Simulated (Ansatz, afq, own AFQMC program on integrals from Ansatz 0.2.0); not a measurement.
Atomization energy of N2H, quartet, worked out

```xyz
3

N     0.0000    0.1197    0.6764
N     0.0000   -0.0606   -0.7555
H     0.0000   -0.8208    1.0987
```

Connectivity, by distances: NH–N.

Basis cc-pVDZ. Only valence electrons are correlated. Integrals, coupled cluster, full CI and functionals: Ansatz 0.2.0; the random walks run on the same integrals in our own AFQMC program. ph-AFQMC/CISD is guided by a CISD state made of CCSD amplitudes; releasing the constraint for a short imaginary time cuts its bias at the price of noise, slowly where states lie close. Uncertainties: one standard error, sampling alone.

Total energies in eV. CBS is CCSD(T) at the limit of def2-TZVPP/QZVPP (extrapolated itself); the highest rung of each member is named.

Cautions: N₂H (quartet): another spin lies lower.

```
      member  count  CCSD(T)/cc-pVDZ  highest rung in cc-pVDZ     which  CCSD(T)/CBS
 N (quartet)     +2       -1482.4355               -1482.4402       FCI   -1483.8573
 H (doublet)     +1         -13.5861                 -13.5861       FCI     -13.6059
N₂H, quartet     -1       -2982.6090               -2982.6472  CCSDT(Q)   -2986.5201
```

Question: Work out the best estimate of the atomization energy: the CCSD(T)/CBS difference plus the step from CCSD(T) to the highest rung.

Answer: Sums with the counts: CCSD(T)/CBS 5.1996 eV, highest rung 4.1807 eV, CCSD(T)/cc-pVDZ 4.1519 eV. The step is 4.1807 − 4.1519 = 0.0288 eV, so the best estimate is 5.1996 + (0.0288) = 5.2284 eV = 504.5 kJ/mol. The basis set is worth 1.048 eV of it. Zero-point, core-correlation and spin–orbit terms aren't in it.

Best estimates are given only where the step beyond CCSD(T) is under 0.3 eV and no member's determinant is very poor (T1 over 0.05, or 0.07 for open shells, ⟨S²⟩ too high by 0.3, two states mixed), so the hardest cases are missing from such tables.

CCSDT and higher add their correlation energy to the determinant of the CCSD(T) run, since their own runs factorise the integrals more tightly (a shift of under 2 meV). Each member of a difference takes its own highest rung, so a best estimate needn't equal the limit plus the step of one row.
